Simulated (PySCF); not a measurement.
A mixed set of molecules.

All values: CAM-B3LYP/def2-SVPD (PySCF) at GFN2-xTB geometries, gas phase, one conformer each. Core orbitals are frozen in the response; Δα² is half the sum of the squared differences of the principal polarisabilities.

Problem. Rank by HOMO–LUMO gap, highest first.
A. `COc1nn[nH]c1C`
B. `FC[C@H]1CCC(=S)C1`
C. `Cc1nnc(Cl)o1`
D. `F[SiH2]S[Si@H](F)S[SiH3]`
E. `CN[SiH2][SiH2][SiH3]`
F. `S=CC#C`

Solution. C (9.57 eV), D (9.08 eV), A (8.76 eV), E (8.58 eV), B (6.71 eV), F (6.14 eV).

Problem. Rank by dipole moment, highest first.
A. `[F:1][CH2:2][C@H:3]1[CH2:4][CH2:5][C:6](=[S:7])[CH2:8]1` with F1–C2–C3–C4 -59°, C2–C3–C4–C5 160°, C3–C4–C5–C6 -30°, C4–C5–C6–S7 -170°, C5–C6–C8–C3 13°
B. `[CH3:1][NH:2][SiH2:3][SiH2:4][SiH3:5]` with C1–N2–Si3–Si4 -53°, N2–Si3–Si4–Si5 -148°
C. `[CH3:1][O:2][c:3]1[n:4][n:5][nH:6][c:7]1[CH3:8]` with C1–O2–C3–N4 0°
D. thiopropynal (`C#CC=S`)
E. `[F:1][SiH2:2][S:3][Si@H:4]([F:5])[S:6][SiH3:7]` with F1–Si2–S3–Si4 175°, Si2–S3–Si4–F5 171°, S3–Si4–S6–Si7 65°

Solution. A (3.61 D), C (3.40 D), D (2.25 D), E (1.92 D), B (1.39 D).

All values together:

```
                  SMILES    formula  μ (D)  HOMO (eV)  LUMO (eV)  α (Å³)  Δα (Å³)  electrons  α per electron (Å³)
            Cc1nnc(Cl)o1  C3H3ClN2O   3.46      -9.19       0.38    9.45     5.83         60                0.158
       FC[C@H]1CCC(=S)C1     C6H9FS   3.61      -7.61      -0.90   13.44     5.95         70                0.192
F[SiH2]S[Si@H](F)S[SiH3]  F2H6S2Si3   1.92      -9.10      -0.02   17.03     3.45         98                0.174
           COc1nn[nH]c1C    C4H7N3O   3.40      -7.70       1.06   10.62     5.13         60                0.177
                  C#CC=S      C3H2S   2.25      -8.23      -2.10    8.74     7.86         36                0.243
    CN[SiH2][SiH2][SiH3]   CH11NSi3   1.39      -8.10       0.48   16.04     5.75         66                0.243
```

Conformers: `[F:1][CH2:2][C@H:3]1[CH2:4][CH2:5][C:6](=[S:7])[CH2:8]1` with F1–C2–C3–C4 -59°, C2–C3–C4–C5 160°, C3–C4–C5–C6 -30°, C4–C5–C6–S7 -170°, C5–C6–C8–C3 13°; `[F:1][SiH2:2][S:3][Si@H:4]([F:5])[S:6][SiH3:7]` with F1–Si2–S3–Si4 175°, Si2–S3–Si4–F5 171°, S3–Si4–S6–Si7 65°; `[CH3:1][O:2][c:3]1[n:4][n:5][nH:6][c:7]1[CH3:8]` with C1–O2–C3–N4 0°; `[CH3:1][NH:2][SiH2:3][SiH2:4][SiH3:5]` with C1–N2–Si3–Si4 -53°, N2–Si3–Si4–Si5 -148°.

Problem. How closely does the mean polarisability follow the number of electrons in this set?

Solution. The correlation coefficient is 0.83; α per electron runs from 0.158 to 0.243 Å³.
